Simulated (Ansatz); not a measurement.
# Ho (Ho, hcp): the cost of one run

Method: DFT, revPBE, plane waves (420 eV) with PAW, scalar-relativistic, in Ansatz 0.2.0.

### 1 Starting point

The structure is hexagonal, space group P6_3/mmc (No. 194). The conventional cell has a = 3.748 Å, b = 3.748 Å, c = 6.046 Å, α = 90.00°, β = 90.00°, γ = 120.00°. Around Ho (site symmetry -6m2) lie 12 Ho at 3.72 to 3.75 Å.

As a file:

```xyz
2
Lattice="3.7476 0.0000 0.0000 -1.8738 3.2455 0.0000 0.0000 0.0000 6.0460" Properties=species:S:1:pos:R:3 pbc="T T T"
Ho    0.0000    2.1637    1.5115
Ho    1.8738    1.0818    4.5345
```

### 2 Volume x 1.0

File input.yaml:

```yaml
crystal:
  lattice:
    - [3.7476336268, 0.0, 0.0]
    - [-1.8738168134, 3.2455459249, 0.0]
    - [0.0, 0.0, 6.0460101529]
  atoms:
    - { symbol: Ho, position: [0.3333333333, 0.6666666667, 0.25], spin: 3.526 }
    - { symbol: Ho, position: [0.6666666667, 0.3333333333, 0.75], spin: 3.526 }
hamiltonian:
  xc: revpbe
  pseudopotentials:
    kind: paw
    azcp:
      Ho: "pseudopotentials/Ho.paw.azcp"
basis:
  ecutwfc: 420
  fft_grid_basis: typed
kpoints:
  mp_grid: { grid: [13, 13, 7], shift: [0, 0, 0] }
magnetization:
  spin_polarized: true
scf:
  occupations: { method: fermi_dirac, width: 0.05 }
output:
  stress: true
```

What time and memory should one allow on 4 threads of an x86-64 CPU, shared host?

About 50 s, with a peak of 0.85 GiB.
